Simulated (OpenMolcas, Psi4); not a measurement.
Exact exchange and the vertical ionisation energy of SO2 (sulfur dioxide)

SO2 has 3 atoms, charge 0, and is taken as a singlet. As SMILES, `O=S=O`. Geometry: relaxed at PBE0-D4/def2-TZVP.

The vertical ionisation energy (to the doublet cation) y, in eV, basis def2-TZVPP; a is the functional's share of exact exchange. Programs: OpenMolcas 26.06, Psi4 1.11.

```
functional     program     a  y (eV)
       PBE  OpenMolcas     0   12.06
      TPSS        Psi4     0   12.05
     B3LYP        Psi4   0.2       ?
      PBE0        Psi4  0.25   12.36
     BHLYP        Psi4   0.5   12.57
```

Task: Fit y = c + s·a to the known rows and predict B3LYP.

Result: 
1. Means of the 4 rows: a = 0.1875, y = 12.260.
2. Σ(Δa)² = 0.17188, Σ(Δa·Δy) = 0.18, so the slope is 0.18/0.17188 = 1.0472.
3. Intercept: 12.260 − (1.0472) × 0.1875 = 12.064. The largest residual of the fit is 0.034.
4. B3LYP: 12.064 + (1.0472) × 0.2 = 12.27 eV.

The run gave 12.41 eV, so the prediction is off by -0.14 eV, more than the scatter of the fit. The rows mix families of semi-local functionals, which the line can't see. The measured value is 12.50 eV (NIST CCCBDB).
